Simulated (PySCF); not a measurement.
Group charges in `C=CPCP`

Species: C3H8P2.
Atom-mapped SMILES: `[CH2:1]=[CH:2][PH:3][CH2:4][PH2:5]` (hydrogens: H6, H7 on C1; H8 on C2; H9 on P3; H10, H11 on C4; H12, H13 on P5)

Cartesian coordinates in Å at the GFN2-xTB level; atoms count from 1:
```
atom  x, y, z in Å
C1     1.9147    0.9603    0.2353
C2     1.0885    0.4347   -0.6559
P3     0.4557   -1.2652   -0.6175
C4    -1.3748   -0.8932   -0.5644
P5    -2.0521    0.2409    0.7479
H6     2.2362    0.4093    1.1050
H7     2.3069    1.9594    0.1313
H8     0.7958    0.9939   -1.5388
H9     0.6189   -1.4456    0.7630
H10   -1.6607   -0.4822   -1.5401
H11   -1.8966   -1.8521   -0.4681
H12   -1.3281   -0.3135    1.8053
H13   -1.1087    1.2538    0.5795
```

Atomic charges (e) from the PBE0/pcSseg-1 density (PySCF):

| atom | Mulliken | IAO | Hirshfeld | ESP-fitted |
| --- | --- | --- | --- | --- |
| C1 | -0.1370 | -0.3046 | -0.0938 | -0.5122 |
| C2 | -0.4575 | -0.3369 | -0.0928 | +0.0890 |
| P3 | +0.3334 | +0.3760 | +0.1122 | -0.3394 |
| C4 | -0.7021 | -0.6245 | -0.1572 | -0.0618 |
| P5 | +0.1101 | +0.1879 | +0.0586 | -0.3732 |
| H6 | +0.1183 | +0.1469 | +0.0456 | +0.2125 |
| H7 | +0.1235 | +0.1545 | +0.0496 | +0.1739 |
| H8 | +0.1388 | +0.1528 | +0.0462 | +0.1278 |
| H9 | +0.0369 | -0.0355 | -0.0145 | +0.1561 |
| H10 | +0.1773 | +0.1614 | +0.0426 | +0.1232 |
| H11 | +0.1818 | +0.1651 | +0.0424 | +0.1421 |
| H12 | +0.0285 | -0.0264 | -0.0180 | +0.1245 |
| H13 | +0.0481 | -0.0167 | -0.0208 | +0.1376 |

Problem. Cut each of the bonds C1–C2, C2–P3, C4–P3 and P5–C4 in turn and sum the charges on the side of the atom named first.

Solution. In e; the other side holds the opposite charge:

```
bond cut  piece  atoms  Mulliken     IAO  Hirshfeld  ESP-fitted
   C1–C2    CH2      3    +0.105  -0.003     +0.001      -0.126
   C2–P3   C2H3      5    -0.214  -0.187     -0.045      +0.091
   C4–P3   CH4P      6    -0.156  -0.153     -0.052      +0.092
   P5–C4    PH2      3    +0.187  +0.145     +0.020      -0.111
```

Extremes among these pieces. Mulliken: lowest C2H3 at C2, highest PH2 at P5; IAO: lowest C2H3 at C2, highest PH2 at P5; Hirshfeld: lowest CH4P at C4, highest PH2 at P5; ESP-fitted: lowest CH2 at C1, highest CH4P at C4.

Problem. Do the schemes agree better on the pieces than on the single atoms at the cuts?

Solution. The spread between schemes averages 0.270 e for the pieces and 0.542 e for the atoms named first; it is smaller for the piece at 4 of the 4 cuts. On average they agree better on the pieces. The sign differs between schemes (beyond ±0.03 e) for CH2 at C1, C2H3 at C2, CH4P at C4 and PH2 at P5.

Isolated species at its GFN2-xTB geometry (one conformer only).

These values come from a run that also computed NMR shieldings. Hardware: Intel Xeon at 2.50 GHz, one thread, on a shared host. Cost: 66 s wall, 36 s CPU, 0.69 GiB resident at most.
